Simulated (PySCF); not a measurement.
Geometry:
| atom | x (Å) | y (Å) | z (Å) |
| --- | --- | --- | --- |
| C1 | -1.833 | -0.013 | 1.088 |
| C2 | -0.649 | -0.009 | 0.591 |
| C3 | 0.549 | -0.005 | 0.087 |
| S4 | 1.970 | 0.001 | -0.509 |

Calculated, not measured (PySCF 2.14.0 with density-fitted response routines): shieldings: GIAO B3LYP/pcSseg-2, PBE0-D3(BJ)/def2-SVP structure. One conformer, isolated molecule, non-relativistic Hamiltonian.

Chemical shifts δ = σref − σ; TMS for ¹³C; CS2 for ³³S, all at this level.

| atoms | nucleus | count | δ (ppm) |
| --- | --- | --- | --- |
| C1 | ¹³C | 1 | ? |
| C3 | ¹³C | 1 | 138.6 |
| C2 | ¹³C | 1 | 106.9 |
| S4 | ³³S | 1 | ? |

**Question.** Complete the table.

**Answer.** 
- C1: 355.8 ppm, carbon bonded to C
- S4: -96 ppm, thione sulfur

Shifts are as computed. Against solution values, carbons near 30 ppm lie about +3 ppm off and those near 130 ppm about +8 ppm. Of 1211 compounds with measured shifts, 218 miss one by over three times the rms of a fit or turn the order of signals round; such compounds aren't used in these exercises.
